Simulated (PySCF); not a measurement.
A species of formula C5H10S has this rotational fingerprint, computed with PBE0-D3(BJ)/def2-SVP geometry optimisation, gas phase (PySCF):

```
Rotational constants : A = 4452, B = 1788, C = 1770 MHz
Dipole components    : |μa| = 2.35 D, |μb| = 0.53 D, |μc| = 0.00 D
Inertial defect      : -110.69 u·Å²
κ                    : -0.99
```

Problem. Which structure is it? (One computed conformer of each.)
A. `[CH2:1]=[CH:2][S:3][CH2:4][CH2:5][CH3:6]` with C1–C2–S3–C4 3°, C2–S3–C4–C5 78°, S3–C4–C5–C6 65°
B. `[CH3:1][CH2:2][CH:3]1[CH2:4][S:5][CH2:6]1` with C1–C2–C3–C4 -177°, C2–C3–C4–S5 143°, C3–C4–S5–C6 -16°, C4–S5–C6–C3 16°, C2–C3–C6–S5 -143°
C. `[CH3:1][CH2:2][CH2:3][C:4]([CH3:5])=[S:6]` with C1–C2–C3–C4 -177°, C2–C3–C4–C5 -75°
D. `CC(C)(C)C=S`
E. `[CH2:1]1[CH2:2][CH2:3][S:4][CH2:5][CH2:6]1` with C6–C1–C2–C3 -58°, C1–C2–C3–S4 60°, C2–C3–S4–C5 -55°, C3–S4–C5–C6 55°
F. `[CH3:1][S:2][C@@H:3]1[CH2:4][C@@H:5]1[CH3:6]` with C1–S2–C3–C4 151°

Solution. D. It is CC(C)(C)C=S. The candidates at the same level (rigid rotor, commonest isotopes):

```tsv
SMILES	A (MHz)	B (MHz)	C (MHz)	μa (D)	μb (D)	μc (D)	Δ (u·Å²)	point group	rotor
C1CCSCC1	3997	3009	1914	1.62	0.00	0.59	-30.36	Cs	asymmetric top
C=CSCCC	4450	1814	1541	0.56	0.94	0.47	-64.28	C1	asymmetric top
CCC1CSC1	7503	1613	1412	2.04	0.40	0.04	-22.74	C1	near-prolate asymmetric top
CS[C@@H]1C[C@@H]1C	4499	2118	1724	0.51	0.86	1.14	-57.75	C1	asymmetric top
CCCC(C)=S	5088	1461	1231	2.15	1.84	0.23	-34.76	C1	asymmetric top
CC(C)(C)C=S	4452	1788	1770	2.35	0.53	0.00	-110.69	–	–
```

`CCC1CSC1` has A 69 % too high; `C1CCSCC1` has B 68 % too high; `CS[C@@H]1C[C@@H]1C` has B 18 % too high; `CCCC(C)=S` has C 30 % too low; `C=CSCCC` has C 13 % too low. No structure here is proved a minimum.
